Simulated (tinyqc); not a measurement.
Pariser-Parr-Pople SCF with singles CI, for the molecule C=C1C=CC=C1 (SMILES; centres numbered as the heavy atoms are written), step by step. One step of it, computed by the program tinyqc.

Task: Singles CI, singlets. Over the 6 single excitations with the smallest orbital gaps: A = (e_a - e_i) delta + 2 (ia|jb) - (ij|ab), with (pq|rs) = sum c_mp c_mq gamma_mn c_nr c_ns. f = 2/3 w |mu|^2 in atomic units, mu = sqrt2 sum c_ia sum_m c_mi c_ma R_m.

orbital energies (eV): -14.161950  -11.058961  -9.962504  -3.868530  0.475111  0.772109

coefficients:
```
         MO1        MO2        MO3        MO4        MO5        MO6
1C  0.329959   0.557716   0.000000   0.683127   0.000000  -0.336775
2C  0.545023   0.444083   0.000000  -0.310369   0.000000   0.639853
3C  0.408821  -0.091426   0.597389  -0.345943  -0.378321  -0.452582
4C  0.360422  -0.487353   0.378321   0.314370   0.597389   0.183726
5C  0.360422  -0.487353  -0.378321   0.314370  -0.597389   0.183726
6C  0.408821  -0.091426  -0.597389  -0.345943   0.378321  -0.452582
```

repulsion gamma_rs (eV), lower triangle:
```
           1C         2C         3C         4C         5C         6C
1C  10.700000
2C   5.244318  10.700000
3C   3.749087   5.243624  10.700000
4C   2.898455   3.988105   5.244966  10.700000
5C   2.898455   3.988105   3.987682   5.244318  10.700000
6C   3.749087   5.243624   3.986876   3.987682   5.244966  10.700000
```

Centres (angstrom, eV; a flat drawing with bonds scaled to 1.40 angstrom):
```
centre          x          y  core charge z          W   gamma_rr
1C       2.159000   0.000000              1  11.740000  10.700000
2C       0.759000   0.000000              1  11.740000  10.700000
3C      -0.064000   1.133000              1  11.740000  10.700000
4C      -1.395000   0.700000              1  11.740000  10.700000
5C      -1.395000  -0.700000              1  11.740000  10.700000
6C      -0.064000  -1.133000              1  11.740000  10.700000
```

Give: singlet CI matrix; singlet excitation energies; oscillator strengths.

Result:

singlet CI matrix (eV), lower triangle:
```
        3>4     2>4    1>4    3>5    3>6    2>5
3>4   2.523
2>4   0.000   4.861
1>4   0.000   0.059  6.839
3>5   0.000  -0.662  0.535  7.064
3>6   0.524   0.000  0.000  0.000  7.152
2>5  -0.064   0.000  0.000  0.000  0.156  8.059
```

singlet excitation energies (eV): 2.463  4.659  6.518  7.185  7.587  8.085

oscillator strengths: 0.026  0.679  0.454  0.294  0.580  0.240
